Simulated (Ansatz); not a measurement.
Two shapes of doublet NO2.

Shape 1:

```xyz
3

N     0.0000    0.0000   -0.3148
O     0.0000    1.0929    0.1377
O     0.0000   -1.0929    0.1377
```

Shape 2:

```xyz
3

N     0.0000    0.0000   -0.2896
O     0.0000    1.0055    0.1267
O     0.0000   -1.0055    0.1267
```

Basis set: def2-TZVP (spherical functions). Correlated methods keep 3 orbitals frozen. Charge 0, multiplicity 2.

Computed with Ansatz (development build ahead of 0.2.0); each method stands on the lowest determinant of its kind that the runs found.

Question: Which shape is lower in energy, and by how much in each method?

Answer:

```csv
method,E(2) − E(1) (eV)
UHF,0.510
UHF-MP2,1.309
```

Shape 1 is lower.
